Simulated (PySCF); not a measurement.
Computed, not measured: PySCF 2.14.0, delta-SCF UKS SCAN, pcX-2 on the ionised atom, pcseg-1 elsewhere, spin-free X2C. Geometries: GFN2-xTB; isolated species, one conformer each. Kα1 is taken as the energy difference of the 1s-hole and 2p3/2-hole states at the ground state's geometry. 2p3/2 and 2p1/2 are the ΔSCF energy of one spin-free 2p hole plus the eigenvalues of a spin–orbit and ligand-field matrix of the shell.

| site | P 2p3/2 (eV) |
| --- | --- |
| phosphorus in `C#Cc1cpco1` | 136.25 |
| phosphorus in `C=P` (CH3P) | 136.71 |
| phosphorus in `P#Cc1ccco1` | 135.87 |

Q: What are the P 1s binding energies, and the Kα1 emission energies that follow?

A: 
| site | bonded to | 1s (eV) | 2p3/2 (eV) | Kα1 = 1s − 2p3/2 (eV) |
| --- | --- | --- | --- | --- |
| phosphorus in `P#Cc1ccco1` | C (triple bond) | 2149.44 | 135.87 | 2013.57 |
| phosphorus in `C#Cc1cpco1` | 2 C (aromatic in the SMILES) | 2149.79 | 136.25 | 2013.54 |
| phosphorus in `C=P` (CH3P) | C (double bond) and H | 2150.23 | 136.71 | 2013.52 |

Ranges: 1s 0.79 eV, 2p3/2 0.84 eV, Kα1 0.05 eV.
